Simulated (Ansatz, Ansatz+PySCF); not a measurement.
```xyz
2

Mg    0.0000    0.0000   -0.6431
O     0.0000    0.0000    0.9647
```

RHF on singlet MgO was run in several spherical basis sets with Ansatz (development build ahead of 0.2.0). Caution for RHF: an unrestricted determinant lies well below; in another basis set an unrestricted determinant lies well below.

Question: Rank the basis sets by the total energy that they give, lowest first, with the distance from the lowest.
A. def2-SVP
B. cc-pVDZ
C. def2-TZVP
D. cc-pVTZ
E. 6-31G(d)

Answer: C (0.00 eV), D (0.02 eV), B (1.00 eV), E (1.47 eV), A (4.75 eV).

Totals follow the description of the cores as much as that of the bonds, so this order isn't one of quality for chemistry.
